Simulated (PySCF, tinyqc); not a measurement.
Inside a calculation. Method: RHF in the sto-6g basis, for H2O, spin multiplicity 1. The lowest restricted solution is unstable here: a spin-polarised one lies 0.0000 hartree lower (PySCF). One step of it, computed by the program tinyqc.

Question. Iteration 2: building the Fock matrix. J_ij = sum D_kl (ij|kl), K_ij = sum D_kl (ik|jl); F = H + J - 0.5 K; E = tr D H + tr D J / 2 - 0.25 tr D K + E_nn.

D after iteration 1, lower triangle:
```
            1O 1s      1O 2s    1O 2px     1O 2py    1O 2pz      2H 1s     3H 1s
1O 1s    2.100072
1O 2s   -0.431576   1.897759
1O 2px   0.000000   0.000000  2.000000
1O 2py  -0.004115   0.022638  0.000000   0.611228
1O 2pz   0.120859  -0.616064  0.000000  -0.014808  1.035673
2H 1s   -0.026036  -0.001221  0.000000   0.557622  0.549025   0.878285
3H 1s   -0.031358   0.007668  0.000000  -0.550087  0.539977  -0.145923  0.839113
```

core Hamiltonian H = T + V (hartree), lower triangle:
```
             1O 1s      1O 2s     1O 2px     1O 2py     1O 2pz      2H 1s      3H 1s
1O 1s   -32.778083
1O 2s    -7.243077  -9.002872
1O 2px    0.000000   0.000000  -7.270647
1O 2py    0.000638   0.007135   0.000000  -7.354038
1O 2pz   -0.011499  -0.135357   0.000000   0.003457  -7.316668
2H 1s    -0.838091  -2.105428   0.000000  -1.307039  -0.999668  -4.019241
3H 1s    -0.944090  -2.310943   0.000000   1.415770  -1.080677  -0.650736  -4.148962
```

Two-electron integrals (ij|kl) in chemists' order, unique and non-zero (hartree):
```
(11|11) 4.787491    (21|11) 0.675884    (21|21) 0.121505    (22|11) 1.117379
(22|21) 0.249212    (22|22) 0.817383    (31|31) 0.025762    (32|31) 0.039145
(32|32) 0.180664    (33|11) 1.117381    (33|21) 0.249212    (33|22) 0.817382
(33|33) 0.880663    (41|41) 0.025762    (42|41) 0.039145    (42|42) 0.180664
(43|43) 0.047461    (44|11) 1.117381    (44|21) 0.249212    (44|22) 0.817382
(44|33) 0.785741    (44|44) 0.880663    (51|51) 0.025762    (52|51) 0.039145
(52|52) 0.180664    (53|53) 0.047461    (54|54) 0.047461    (55|11) 1.117381
(55|21) 0.249212    (55|22) 0.817382    (55|33) 0.785741    (55|44) 0.785741
(55|55) 0.880663    (61|11) 0.082516    (61|21) 0.014235    (61|22) 0.028615
(61|33) 0.028555    (61|41) 0.000561    (61|42) 0.001103    (61|44) 0.028671
(61|51) 0.000417    (61|52) 0.000820    (61|54) 0.000086    (61|55) 0.028619
(61|61) 0.001700    (62|11) 0.226507    (62|21) 0.051353    (62|22) 0.189843
(62|33) 0.186554    (62|41) 0.003316    (62|42) 0.025748    (62|44) 0.192910
(62|51) 0.002464    (62|52) 0.019135    (62|54) 0.004724    (62|55) 0.190065
(62|61) 0.006066    (62|62) 0.058086    (63|31) 0.005351    (63|32) 0.031256
(63|43) 0.005162    (63|53) 0.003836    (63|63) 0.007639    (64|11) 0.141375
(64|21) 0.032470    (64|22) 0.127884    (64|33) 0.122396    (64|41) 0.007117
(64|42) 0.047078    (64|44) 0.136674    (64|51) 0.001312    (64|52) 0.011758
(64|54) 0.006775    (64|55) 0.124580    (64|61) 0.003986    (64|62) 0.047520
(64|64) 0.045977    (65|11) 0.105065    (65|21) 0.024131    (65|22) 0.095038
(65|33) 0.090961    (65|41) 0.001312    (65|42) 0.011758    (65|44) 0.093899
(65|51) 0.006327    (65|52) 0.039994    (65|54) 0.007346    (65|55) 0.100256
(65|61) 0.002962    (65|62) 0.035315    (65|64) 0.028491    (65|65) 0.028813
(66|11) 0.410418    (66|21) 0.094742    (66|22) 0.402603    (66|33) 0.388249
(66|41) 0.006887    (66|42) 0.075490    (66|44) 0.415989    (66|51) 0.005118
(66|52) 0.056102    (66|54) 0.020615    (66|55) 0.403569    (66|61) 0.011256
(66|62) 0.166555    (66|64) 0.154826    (66|65) 0.115061    (66|66) 0.774999
(71|11) 0.093008    (71|21) 0.016042    (71|22) 0.032236    (71|33) 0.032168
(71|41) -0.000632   (71|42) -0.001243   (71|44) 0.032299    (71|51) 0.000469
(71|52) 0.000923    (71|54) -0.000097   (71|55) 0.032241    (71|61) 0.001885
(71|62) 0.006591    (71|64) 0.003996    (71|65) 0.003225    (71|66) 0.012146
(71|71) 0.002158    (72|11) 0.249584    (72|21) 0.056560    (72|22) 0.208417
(72|33) 0.204824    (72|41) -0.003654   (72|42) -0.028119   (72|44) 0.211772
(72|51) 0.002713    (72|52) 0.020882    (72|54) -0.005160   (72|55) 0.208656
(72|61) 0.006445    (72|62) 0.049083    (72|64) 0.028355    (72|65) 0.028961
(72|66) 0.110610    (72|71) 0.007525    (72|72) 0.069233    (73|31) 0.005965
(73|32) 0.034609    (73|43) -0.005667   (73|53) 0.004208    (73|63) 0.006215
(73|73) 0.009229    (74|11) -0.153814   (74|21) -0.035319   (74|22) -0.138696
(74|33) -0.132682   (74|41) 0.007901    (74|42) 0.051790    (74|44) -0.148338
(74|51) -0.001438   (74|52) -0.012759   (74|54) 0.007418    (74|55) -0.135066
(74|61) -0.003854   (74|62) -0.027873   (74|64) -0.010451   (74|65) -0.016171
(74|66) -0.059169   (74|71) -0.004889   (74|72) -0.055969   (74|74) 0.053872
(75|11) 0.114226    (75|21) 0.026228    (75|22) 0.102999    (75|33) 0.098533
(75|41) -0.001438   (75|42) -0.012759   (75|44) 0.101743    (75|51) 0.007033
(75|52) 0.044084    (75|54) -0.008051   (75|55) 0.108720    (75|61) 0.003114
(75|62) 0.028700    (75|64) 0.016265    (75|65) 0.022843    (75|66) 0.069810
(75|71) 0.003631    (75|72) 0.041564    (75|74) -0.033153   (75|75) 0.033849
(76|11) 0.063677    (76|21) 0.014592    (76|22) 0.058697    (76|33) 0.057370
(76|41) 0.000011    (76|42) 0.000134    (76|44) 0.058485    (76|51) 0.001078
(76|52) 0.010045    (76|54) 0.000032    (76|55) 0.060237    (76|61) 0.001703
(76|62) 0.017936    (76|64) 0.012906    (76|65) 0.012272    (76|66) 0.055006
(76|71) 0.001918    (76|72) 0.019403    (76|74) -0.013681   (76|75) 0.013133
(76|76) 0.007125    (77|11) 0.426587    (77|21) 0.098446    (77|22) 0.416893
(77|33) 0.401571    (77|41) -0.007372   (77|42) -0.079724   (77|44) 0.431198
(77|51) 0.005475    (77|52) 0.059205    (77|54) -0.022002   (77|55) 0.417910
(77|61) 0.011201    (77|62) 0.104225    (77|64) 0.056448    (77|65) 0.066543
(77|66) 0.262738    (77|71) 0.013187    (77|72) 0.184959    (77|74) -0.170068
(77|75) 0.126296    (77|76) 0.055006    (77|77) 0.774999
```

nuclear repulsion = 7.03935380 hartree

Give: Coulomb J; exchange K; Fock matrix F; total energy of this density.

Answer.

Coulomb J (hartree), lower triangle:
```
          1O 1s   1O 2s  1O 2px   1O 2py  1O 2pz   2H 1s   3H 1s
1O 1s   16.9248
1O 2s    2.9868  7.8599
1O 2px   0.0000  0.0000  7.8872
1O 2py   0.0005  0.0014  0.0000   7.8442
1O 2pz  -0.0157  0.0017  0.0000  -0.0031  7.8483
2H 1s    0.3527  1.8393  0.0000   1.2477  0.9351  4.2523
3H 1s    0.3974  2.0166  0.0000  -1.3497  1.0115  0.5828  4.3528
```

exchange K (hartree), lower triangle:
```
          1O 1s    1O 2s  1O 2px   1O 2py  1O 2pz   2H 1s   3H 1s
1O 1s    9.7903
1O 2s    1.5051   2.4446
1O 2px   0.0000   0.0000  2.2358
1O 2py  -0.0002   0.0031  0.0000   1.4651
1O 2pz   0.0011  -0.2415  0.0000  -0.0241  1.6906
2H 1s    0.1923   0.6890  0.0000   0.5236  0.4129  1.1081
3H 1s    0.2160   0.7486  0.0000  -0.5472  0.4317  0.1803  1.1291
```

Fock matrix F (hartree), lower triangle:
```
           1O 1s    1O 2s   1O 2px   1O 2py   1O 2pz    2H 1s    3H 1s
1O 1s   -20.7485
1O 2s    -5.0088  -2.3653
1O 2px    0.0000   0.0000  -0.5014
1O 2py    0.0012   0.0070   0.0000  -0.2424
1O 2pz   -0.0277  -0.0129   0.0000   0.0124  -0.3137
2H 1s    -0.5816  -0.6106   0.0000  -0.3211  -0.2711  -0.3210
3H 1s    -0.6547  -0.6687   0.0000   0.3397  -0.2850  -0.1581  -0.3607
```

total energy of this density = -75.544194 hartree
